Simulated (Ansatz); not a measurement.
A made-up structure of CH$_{6}$BO (charge +1), singlet:

```
9
angstrom
C -0.6531 0.7767 -0.5552
B 0.5922 0.1229 0.0123
O 0.4293 -1.1380 0.7374
H -1.6044 0.2672 -0.3899
H 0.1043 0.1885 1.0516
H -0.7242 1.7971 -0.1553
H 1.7318 0.4412 -0.0125
H -0.4353 -1.5651 0.8660
H 1.1748 -1.6214 1.1320
```

It is relaxed with PBE-D4/def2-SVP and then PBE0-D4/def2-TZVP (Ansatz 0.2.0). Atoms count as bonded within 1.22 times the sum of their covalent radii (H–H: 0.88 Å). The end point is not checked to be a true minimum.

(1) Does its bonding change? (Judge from chemistry; the calculation decides.)

Results:

(1) By the calculation: Yes. Formed: C1–H5; broken: B2–H5.

Where it ends: The first stage lowers the energy by 4.58 eV in 15 steps. It ends as CH₆BO ([CH3][BH][OH2]), total charge +1:
| atom | x (Å) | y (Å) | z (Å) |
| --- | --- | --- | --- |
| C1 | -0.6297 | 0.8219 | 0.1107 |
| B2 | 0.6589 | 0.0483 | 0.3138 |
| O3 | 0.5595 | -1.3949 | 0.5360 |
| H4 | -1.5617 | 0.2536 | 0.1276 |
| H5 | -0.6839 | 1.6116 | 0.8725 |
| H6 | -0.5647 | 1.3681 | -0.8397 |
| H7 | 1.7912 | 0.3921 | 0.3324 |
| H8 | -0.2898 | -1.8689 | 0.5566 |
| H9 | 1.3359 | -1.9629 | 0.6765 |

Labels in which every atom is bracketed show which atoms are joined, not bond orders.

For scale, one of the runs: PBE0-D4/def2-TZVP relaxation, 129 basis functions, launched by `ansatz run in.yaml --threads 2 --pin off --events-out ev --progress --plain --max-ram 4352MiB`. Hardware: 2 CPU threads of an Arm Neoverse V1, shared host. Wall time about 14 s.
